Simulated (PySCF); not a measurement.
**A diatomic session: HCl**

One table from this session's results is given with a row withheld; the runs are named, their logs left out.

Program: PySCF 2.14.0. Level of theory: H pcseg-2, Cl pcseg-2, no relativity. These are calculated values, not measurements.

The first run:

Settings of the job:

| Quantity | Value |
| --- | --- |
| atoms | H, Cl |
| charge | 0 |
| basis | H pcseg-2, Cl pcseg-2 |
| Hamiltonian | no relativity |
| basis functions | 48 |
| electrons treated | 18 |
| masses in u | 1.0078, 34.9689 |
| levels | PBE0, PBE, r²SCAN, MN15, LDA, B2PLYP, HF, MP2, SCS-MP2, CCSD, CCSD(T) |
| grid | 80 radial by 434 angular points |
| occupations | held fixed by the projection of orbital angular momentum |
| dissociation limit | H + Cl, each in its ground configuration |
| starting distance in angstrom | 1.290 |
| values of 2S to try | 0, 2 |

Launch:

```bash
$ OMP_NUM_THREADS=1 python dia.py task.json out
```

Steps of the session up to this table: The job; First curve: PBE0; Other states along the same grid; PBE; r²SCAN; MN15; LDA (local density); B2PLYP (double hybrid); RHF (mean field); Adding correlation.

One of the session's tables, all rows but one given; the rest of the session is left out.

It belongs to the step «The curves together». Energy (eV) from each level's lowest point:

```
R (Å)    RHF  RHF-MP2  RHF-SCS-MP2  RHF-CCSD  RHF-CCSD(T)
1.101  0.648    0.662        0.667       n/a          n/a
1.152  0.275    0.288        0.292     0.295        0.301
1.203  0.072    0.082        0.084     0.086        0.090
1.242  0.007    0.012        0.013     0.014        0.016
1.280  0.000    0.000        0.000     0.000        0.000
1.318      ?        ?            ?         ?            ?
1.370  0.157    0.141        0.137     0.132        0.128
1.434  0.373    0.342        0.334     0.326        0.317
1.510  0.705    0.652        0.639     0.624        0.610
1.613  1.221    1.132        1.110       n/a          n/a
```

**Question.** Estimate the row for R (Å) = 1.318.

Worked estimate for «RHF». A straight line through the neighbours (1.280, 0.000) and (1.370, 0.157) gives 0.000 + (0.157 − 0.000) × (1.318 − 1.280) / (1.370 − 1.280) = 0.066; a parabola fitted to 4 rows on both sides gives 0.044.

**Answer.** RHF: 0.042; RHF-MP2: 0.036; RHF-SCS-MP2: 0.034; RHF-CCSD: 0.032; RHF-CCSD(T): 0.030. In «RHF» the line misses by +0.024 and the parabola by +0.002.
